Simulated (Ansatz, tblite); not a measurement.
Forces on SiEtH3 (C₂H₈Si) at its PBE0-D4/def2-TZVP geometry. Charge 0, multiplicity 1.

The xTB rows come from tblite. Another isomer (singlet) lies 0.54 eV lower at PBE0-D4/def2-TZVP; other spin states weren't run for this one.

GFN1-xTB (tblite), largest force 1.15 eV/Å:

```xyz
11
positions Å, forces eV/Å
C    -0.175   -0.037    0.689   -0.507    0.191   -0.193
C     1.266   -0.470    0.440    0.639   -0.211    0.043
Si   -1.084    0.470   -0.871   -0.479    0.291   -1.000
H    -0.740   -0.846    1.165    0.108   -0.188    0.300
H    -0.206    0.804    1.390    0.173    0.011    0.327
H     1.767   -0.755    1.369   -0.071    0.018    0.030
H     1.314   -1.328   -0.236   -0.061    0.014    0.013
H     1.852    0.334   -0.015   -0.060    0.021    0.014
H    -1.120   -0.661   -1.840   -0.007    0.448    0.349
H    -0.390    1.614   -1.526   -0.290   -0.433    0.228
H    -2.483    0.876   -0.566    0.555   -0.162   -0.111
```

GFN2-xTB (tblite), largest force 1.11 eV/Å:

```
C 0.007 -0.045 0.324
C 0.180 -0.059 0.014
Si -0.435 0.274 -0.986
H 0.206 -0.001 0.038
H 0.166 -0.127 0.021
H -0.098 0.036 -0.045
H -0.106 0.121 0.094
H -0.165 -0.056 0.071
H 0.017 0.283 0.284
H -0.171 -0.301 0.204
H 0.400 -0.124 -0.022
```

PBE-D4/def2-TZVP (Ansatz), largest force 0.24 eV/Å:

```
C -0.004 0.006 -0.024
C -0.002 0.003 -0.006
Si -0.033 0.013 -0.032
H -0.128 -0.167 0.102
H -0.016 0.179 0.149
H 0.119 -0.067 0.203
H 0.020 -0.182 -0.144
H 0.131 0.166 -0.097
H -0.007 -0.115 -0.102
H 0.067 0.119 -0.069
H -0.146 0.045 0.021
```
